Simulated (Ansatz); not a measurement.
# BSi2 (doublet): inputs that go wrong

4 inputs are run for BSi2 (doublet) as typed; the log has to tell whether the result can be used and what must change.

The runs use Ansatz 0.2.0, Gaussian basis; the settings change from run to run.

20 further runs of the same task are left out: 9 that didn't finish, 11 set aside as unsound or not needed. Runs told in other sessions of the task aren't counted.

## (1) The system

The geometry is a PBE0/def2-TZVP stationary point (not a proven minimum) of the parent state, kept for this charge and spin.

3 atoms, charge 0, spin multiplicity 2.

Atoms are counted from 1 here; the program's logs count them from 0.

Bond lengths: Si1–B2 1.955 Å, B2–Si3 1.955 Å. Angles: Si1–B2–Si3 180.0°.

## (2) Attempt 1

File in.yaml:

```yaml
crystal:
  periodic: [false, false, false]
  atoms:
    - {symbol: Si, position_ang: [0.000000, 0.000000, 1.954501]}
    - {symbol: B, position_ang: [0.000000, 0.000000, 0.000000]}
    - {symbol: Si, position_ang: [0.000000, 0.000000, -1.954501]}
basis:
  gaussian: {orbitals: 6-31G, fitting: {mean_field: def2-universal-jkfit}}
magnetization: {spin_polarized: false, initial_magnetization: 1}
correlation: {active_space: {window: {electrons: 4, orbitals: 3}}}
accuracy: high
```

The run is started by

```bash
$ ansatz run in.yaml --threads 1 --pin off --events-out ev --progress --plain --max-ram 2393MiB
```

Output:

```text
Functional definition: HF
  name "HF"
  cite "Fock, Z. Phys. 61, 126 (1930) doi:10.1007/BF01340294"
  parent pbe
  exchange = exact_x
  correlation = 0
331 factors; integrals over basis functions are off by at most 1.2e-3 eV
mean field evaluation 1: about -16386.8032 eV, gradient 1.0e1 eV
mean field evaluation 2: about -16387.1632 eV, gradient 7.0e0 eV
mean field evaluation 4: about -16387.4478 eV, gradient 2.4e-1 eV
mean field evaluation 8: about -16387.4486 eV, gradient 8.4e-2 eV
mean field evaluation 16: about -16387.4487 eV, gradient 5.6e-6 eV
mean field evaluation 32: about -16389.0265 eV, gradient 3.4e0 eV
mean field evaluation 64: about -16387.1881 eV, gradient 4.5e-1 eV
mean field evaluation 96: about -16389.2164 eV, gradient 1.5e-1 eV
mean field evaluation 128: about -16387.4478 eV, gradient 2.4e-1 eV
mean field -16389.22532230 eV, -602.2929215788 hartree, gradient 2.7e-8 eV, S^2 0.750000; 17 other end points of the search recorded, 0 dependent functions left out
reference -16389.22532230 eV, -602.2929215788 hartree; 17, 16 occupied and 18, 19 virtual orbitals, 331 factors
Error: 4 electrons in 3 orbitals form no window around the highest filled level of the reference
```

It took 2.1 s on 1 thread of Intel Xeon Platinum 8488C, shared host.

**Diagnosis.** The run stopped with an error. The active window can't be built from these electrons and orbitals. Fix: choose counts that fit the spin, the electrons and the basis.

## (3) Attempt 2

File in.yaml:

```yaml
crystal:
  periodic: [false, false, false]
  atoms:
    - {symbol: Si, position_ang: [0.000000, 0.000000, 1.954501]}
    - {symbol: B, position_ang: [0.000000, 0.000000, 0.000000]}
    - {symbol: Si, position_ang: [0.000000, 0.000000, -1.954501]}
basis:
  gaussian: {orbitals: "6-31G*"}
magnetization: {spin_polarized: false, initial_magnetization: 1}
correlation: {method: fic_mrcisd_q, electrons: outside_noble_gas, active_space: {window: {electrons: 3, orbitals: 3}, states: [{multiplicity: 2, weights: [1, 1]}], root: 5}}
```

The command is unchanged.

Output:

```text
Error: the active space averages no state 5, counted from zero
```

Run time: 0.03 s. Hardware: 1 thread of Intel Xeon Platinum 8488C, shared host.

What is wrong: The run was refused. The root asked for lies beyond the states averaged. To mend it, average more states or name a lower root.

## (4) Attempt 3

File in.yaml:

```yaml
crystal:
  periodic: [false, false, false]
  atoms:
    - {symbol: Si, position_ang: [0.000000, 0.000000, 1.034322]}
    - {symbol: B, position_ang: [0.000000, 0.000000, 0.000000]}
    - {symbol: Si, position_ang: [0.000000, 0.000000, -1.034322]}
basis:
  gaussian: {orbitals: cc-pVDZ}
magnetization: {spin_polarized: true, initial_magnetization: 1}
hamiltonian: {xc: {name: PBE}, pseudopotentials: {relativity: none}}
correlation: {method: ccsd_t, electrons: outside_noble_gas}
scf: {lower_state_search: off}
```

Launched as before.

Output, shortened:

```text
Functional definition: PBE
  name "PBE"
  cite "Perdew, Burke & Ernzerhof, Phys. Rev. Lett. 77, 3865 (1996) doi:10.1103/PhysRevLett.77.3865"
  parent pbe
[...]
503 factors; integrals over basis functions are off by at most 2.1e-4 eV
[...]
a density is far from that of the atoms, so the factors are made again for it
550 factors; integrals over basis functions are off by at most 2.1e-4 eV
[...]
mean field -16366.24502751 eV, -601.4484113217 hartree, gradient 1.9e-6 eV, S^2 0.752397; 1 other end points of the search recorded, 0 dependent functions left out
11 core orbitals not correlated: weight in the atoms' cores, before any rotation towards them, 0.998 or more for the frozen orbitals, at most 0.000 for the correlated occupied ones
reference -16338.72321144 eV, -600.4370032362 hartree; 6, 5 occupied and 33, 34 virtual orbitals, 550 factors
second order -6.07696601 eV of doubles, -0.26700817 eV of singles
cycle   1  -6.64835294 eV  change   -3.0e-1 eV  update   7.4e-2
[...]
cycle   9  -6.91814530 eV  change    2.1e-6 eV  update   1.1e-5
perturbative correction -0.30730215 eV, -0.0112931458 hartree
Total energy: -16345.94865889 eV, -600.7025335323 hartree
Checks for a lower state left out: stability, starts, cluster_reference, orbital_swaps, neighbouring_geometries, increment
```

It took 1.8 s on 1 thread of Intel Xeon Platinum 8488C, shared host.

Diagnosis: The run converged, which proves nothing about the input. The coordinates are scaled by the bohr-ångström factor. The shortest distance is 1.03 Å, against 1.95 Å in the geometry of step 1. Its energy belongs to another geometry. Cure: restore the coordinates in ångström.

## (5) Attempt 4

File in.yaml:

```yaml
crystal:
  periodic: [false, false, false]
  atoms:
    - {symbol: Si, position_ang: [0.000000, 0.000000, 1.954501]}
    - {symbol: B, position_ang: [0.000000, 0.000000, 0.000000]}
    - {symbol: Si, position_ang: [0.000000, 0.000000, -1.954501]}
basis:
  gaussian: {orbitals: def2-TZVPP, point_charges: [{charge: 1.00, position_ang: [3.126, 0.934, 0.533]}]}
magnetization: {spin_polarized: false, initial_magnetization: 1}
correlation: {method: ccsdtq, electrons: all}
scf: {lower_state_search: light}
```

The command is unchanged.

Output:

```text
Functional definition: HF
  name "HF"
  cite "Fock, Z. Phys. 61, 126 (1930) doi:10.1007/BF01340294"
  parent pbe
  exchange = exact_x
  correlation = 0
1300 factors; integrals over basis functions are off by at most 1.4e-7 eV
mean field evaluation 1: about -16388.4679 eV, gradient 2.2e1 eV
mean field evaluation 2: about -16388.4726 eV, gradient 2.2e1 eV
mean field evaluation 4: about -16390.4642 eV, gradient 5.3e0 eV
mean field evaluation 8: about -16390.6512 eV, gradient 6.6e-1 eV
mean field evaluation 16: about -16391.8929 eV, gradient 3.6e-1 eV
mean field evaluation 32: about -16390.5828 eV, gradient 3.1e0 eV
mean field evaluation 64: about -16390.8271 eV, gradient 1.1e0 eV
mean field evaluation 96: about -16391.6322 eV, gradient 5.5e0 eV
mean field evaluation 128: about -16392.4917 eV, gradient 5.6e-1 eV
mean field evaluation 160: about -16391.8911 eV, gradient 4.0e-1 eV
mean field evaluation 192: about -16391.2851 eV, gradient 1.2e-2 eV
mean field evaluation 224: about -16391.6385 eV, gradient 6.5e0 eV
mean field evaluation 256: about -16388.3404 eV, gradient 9.7e-1 eV
mean field evaluation 288: about -16388.3411 eV, gradient 2.8e-4 eV
mean field evaluation 320: about -16386.3769 eV, gradient 1.8e-1 eV
mean field evaluation 352: about -16392.5034 eV, gradient 2.0e-3 eV
mean field evaluation 384: about -16391.8836 eV, gradient 3.6e-1 eV
mean field evaluation 416: about -16389.6299 eV, gradient 5.4e0 eV
mean field evaluation 448: about -16388.2759 eV, gradient 3.9e0 eV
mean field evaluation 480: about -16388.1681 eV, gradient 2.9e0 eV
mean field evaluation 512: about -16387.1248 eV, gradient 1.2e-1 eV
mean field evaluation 544: about -16387.8116 eV, gradient 1.0e0 eV
mean field evaluation 576: about -16386.7136 eV, gradient 2.0e0 eV
mean field evaluation 608: about -16387.1111 eV, gradient 1.5e-1 eV
mean field evaluation 640: about -16387.3554 eV, gradient 5.9e0 eV
mean field evaluation 672: about -16387.0904 eV, gradient 2.8e-3 eV
mean field evaluation 704: about -16386.8565 eV, gradient 1.4e0 eV
mean field evaluation 736: about -16391.8857 eV, gradient 9.1e-1 eV
mean field evaluation 768: about -16391.2851 eV, gradient 4.8e-3 eV
mean field evaluation 800: about -16389.7797 eV, gradient 1.1e-1 eV
mean field evaluation 832: about -16387.9653 eV, gradient 6.5e0 eV
mean field evaluation 864: about -16388.3409 eV, gradient 2.4e-2 eV
mean field -16392.50340069 eV, -602.4133887374 hartree, gradient 2.4e-6 eV, S^2 0.750000; 17 other end points of the search recorded, 0 dependent functions left out
mean field evaluation 896: about -16390.8972 eV, gradient 5.6e-1 eV
mean field evaluation 928: about -16390.9176 eV, gradient 3.6e-1 eV
mean field evaluation 960: about -16392.1816 eV, gradient 3.5e-1 eV
mean field evaluation 992: about -16390.8927 eV, gradient 5.4e-1 eV
mean field evaluation 1024: about -16392.8364 eV, gradient 6.3e-2 eV
mean field evaluation 1056: about -16392.8030 eV, gradient 4.6e-1 eV
mean field evaluation 1088: about -16392.7950 eV, gradient 1.9e-1 eV
mean field evaluation 1120: about -16391.0519 eV, gradient 4.2e0 eV
mean field evaluation 1152: about -16392.8307 eV, gradient 2.3e-2 eV
determinant -16392.50340069 eV, -602.4133887374 hartree, with singles and doubles -16409.26570890 eV, -603.0293922024 hartree
Error: SIGTERM received: run cancelled behind 1181 evaluations of the mean field
```

It took 82 s on 1 thread of Intel Xeon Platinum 8488C, shared host.

**Diagnosis.** The run was cut at its time limit. The job is too large for the time given. Cure: a smaller basis or space, or a lower level; a longer limit helps only where the log shows it near its end.

## (6) Summary

| attempt | level | ended | cause | time |
| --- | --- | --- | --- | --- |
| 1 | CASSCF(4,3)/6-31G | stopped by an error | the active window can't be built from these electrons and orbitals | 2.1 s |
| 2 | MRCISD+Q(3,3)/6-31G* | refused | the root asked for lies beyond the states averaged | 0.03 s |
| 3 | CCSD(T)/cc-pVDZ | converged | the coordinates are scaled by the bohr-ångström factor | 1.8 s |
| 4 | CCSDTQ on ROHF/def2-TZVPP | cut at its time limit | the job is too large for the time given | 82 s |

1 stopped by an error, 1 refused, 1 converged, 1 cut at its time limit. The input that converges on a wrong geometry or spin is the dangerous one: no error points at it, so geometry and ⟨S²⟩ have to be checked.
